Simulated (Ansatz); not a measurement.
# AlNH₂+ (doublet): from Hartree-Fock to the top rungs, cc-pVTZ

Aim: climb from Hartree-Fock through coupled cluster for AlNH₂+ (doublet) at one geometry and basis, and see what each rung misses.

Method: cc-pVTZ, core rule «outside noble gas», up to 6 orbitals frozen; program: Ansatz 0.2.0, Gaussian basis.

Plan: UHF; CCSD(T) on ROHF; CCSD(T) on UHF; BCCD(T) on ROHF; CCSDT(Q) on ROHF; CCSDT(Q) on UHF.

16 further runs of the same task are left out: 10 for a known fault of the program, 6 set aside as unsound or not needed.

### Step 1. The system

The geometry is a PBE0/def2-TZVP stationary point (not a proven minimum) of the parent state, kept for this charge and spin.

4 atoms, charge 1, spin multiplicity 2.

Atoms are counted from 1 here; the program's logs count them from 0.

Bond lengths: Al1–N2 1.771 Å, N2–H3 1.007 Å, N2–H4 1.007 Å. Angles: Al1–N2–H3 124.1°, Al1–N2–H4 124.1°, H3–N2–H4 111.7°.

As a file:

```xyz
4

Al    0.0000    0.0000    0.6865
N     0.0000    0.0000   -1.0849
H     0.0000    0.8334   -1.6498
H     0.0000   -0.8334   -1.6498
```

### Step 2. UHF

in.yaml reads:

```yaml
crystal:
  periodic: [false, false, false]
  atoms:
    - {symbol: Al, position_ang: [0.000000, 0.000000, 0.686473]}
    - {symbol: N, position_ang: [0.000000, 0.000000, -1.084932]}
    - {symbol: H, position_ang: [0.000000, 0.833405, -1.649784]}
    - {symbol: H, position_ang: [0.000000, -0.833405, -1.649784]}
basis:
  gaussian: {orbitals: cc-pVTZ}
total_charge: 1
magnetization: {spin_polarized: true, initial_magnetization: 1}
hamiltonian: {xc: hf}
output: {orbitals: {seedname: orbitals}}
```

Started as:

```
ansatz run in.yaml --threads 1 --pin off --events-out ev --progress --plain --max-ram 2816MiB --backend cpu
```

Further steps of the session: CCSD(T) on ROHF; CCSD(T) on UHF; BCCD(T) on ROHF; CCSDT(Q) on ROHF; CCSDT(Q) on UHF.

**Question.** What will the summary of the whole plan be? Wanted: UCCSDT(Q) below the RHF energy; RMP2 from UCCSDT(Q); UMP2 from UCCSDT(Q); RCCSD from UCCSDT(Q); RCCSD(T) from UCCSDT(Q); UCCSD(T) from UCCSDT(Q); RCCSDT(Q) from UCCSDT(Q); T1 diagnostic.

**Answer**, as computed:

| quantity | value |
| --- | --- |
| UCCSDT(Q) below the RHF energy | -7.3695 eV |
| RMP2 from UCCSDT(Q) | +597.3 meV |
| UMP2 from UCCSDT(Q) | +589.9 meV |
| RCCSD from UCCSDT(Q) | +312.5 meV |
| RCCSD(T) from UCCSDT(Q) | +28.6 meV |
| UCCSD(T) from UCCSDT(Q) | +27.2 meV |
| RCCSDT(Q) from UCCSDT(Q) | +3.4 meV |
| levels within 1 kcal/mol (43 meV) | RCCSD(T), UCCSD(T), BCCD(T), RCCSDT, UCCSDT, RCCSDT(Q) |
| T1 diagnostic | 0.022 |

RCCSD(T) misses by +28.6 meV, 0.4 % of the correlation energy. These misses are within one basis, not against nature; the frozen cores of restricted and unrestricted runs differ, which can shift their rows.
